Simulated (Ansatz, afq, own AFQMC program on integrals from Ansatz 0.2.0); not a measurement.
# HCl$_{2}$, doublet: AFQMC among the cluster methods

```yaml
atoms:
  - { symbol: Cl, position_ang: [0.0000, 0.0000, -1.5376] }
  - { symbol: H, position_ang: [0.0000, 0.0000, -0.2588] }
  - { symbol: Cl, position_ang: [0.0000, 0.0000, 1.7964] }
```

Connectivity, by distances: ClH ··· Cl.

Basis cc-pVTZ. Only valence electrons are correlated. Ansatz 0.2.0 and our own AFQMC program on the same integrals; the CISD trial comes from CCSD amplitudes, and released means the phaseless constraint is let go. ± is one standard error of the sampling.

Determinant: UHF, the one that the program's search chose, which needn't be the lowest solution. The geometry is a point of a scan.

No full CI on the walks' own integrals is used here; CCSDT(Q) serves as the reference and is uncertain by about the last step of the cluster series.

* T1 diagnostic: 0.0071
* weight of the determinant in the CISD state: 0.861
* ⟨S²⟩ of the determinant: 0.760
* size of the correlated space: 15 electrons in 72 orbitals

Reference: CCSDT(Q), correlation energy -11.528 eV. The released energy is read at 1.50 1/Eh (meV from the phaseless value at times in 1/Eh: -1 ± 6 at 0.24, -20 ± 7 at 0.51, -27 ± 9 at 0.99, -20 ± 11 at 1.50).

| level | E − E(reference) (mEh) | share of correlation (%) |
| --- | --- | --- |
| HF | 423.63 | 0.00 |
| MP2 | 56.92 | 86.56 |
| CCSD | 15.65 | 96.31 |
| CCSD(T) | 1.63 | 99.62 |
| CCSDT | 0.52 | 99.88 |
| ph-AFQMC/CISD | 0.57 ± 0.21 | 99.87 |
| released AFQMC | -0.16 ± 0.42 | 100.04 |

A walk keeps the symmetry of its determinant, which the program's search chose and which needn't be the lowest solution, so a lower state of the same spin and another symmetry isn't excluded. Released energies are given only where the last usable release times agree within the noise; a slower fall can still hide under it.
